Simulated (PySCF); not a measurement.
Species: C6H12.
SMILES: `CC/C=C/CC`

The closed-shell SCF was solved with PySCF and density fitting under several settings on one GFN2-xTB geometry (grid level 2 and gas phase unless stated).

| settings | basis functions | SCF cycles | E (Eh) | HOMO (eV) | LUMO (eV) | dipole (D) |
| --- | --- | --- | --- | --- | --- | --- |
| PBE0/pcSseg-1 | 162 | 12 | -235.5207 | -6.97 | 0.69 | 0.02 |
| BLYP/6-311+G(2d,p) | 234 | 14 | -235.7708 | -5.69 | -0.41 | 0.04 |

Q: Estimate the rows for these settings: (1) CAM-B3LYP/IGLO-II; (2) PBE0/6-31G-J.

A: 
```csv
settings,basis functions,SCF cycles,E (Eh),HOMO (eV),LUMO (eV),dipole (D)
CAM-B3LYP/IGLO-II,204,11,-235.7654,-8.26,1.79,0.02
PBE0/6-31G-J,120,12,-235.5373,-6.76,1.14,0.02
```

Q: Over all rows, what range does the HOMO–LUMO gap span?

A: From 5.28 eV (BLYP/6-311+G(2d,p)) to 10.05 eV (CAM-B3LYP/IGLO-II). The functional of the narrowest has no exact exchange, that of the widest range-separated exact exchange.

Q: Compare two rows with the functional PBE0: PBE0/pcSseg-1 and PBE0/6-31G-J. Which energy is lower, and by how much?

A: PBE0/6-31G-J (120 functions) lies 0.0166 Eh or 10.4 kcal/mol below PBE0/pcSseg-1 (162 functions). The smaller set gives the lower energy; the two sets aren't nested, so the variational bound doesn't order them by size.

Cycle counts include a coarse-grid stage where the run had one. All basis functions are spherical, in the Pople sets too.

The values belong to the conformer `[CH3:1][CH2:2]/[CH:3]=[CH:4]/[CH2:5][CH3:6]`: C1–C2–C3–C4 -118°, C3–C4–C5–C6 -118°.
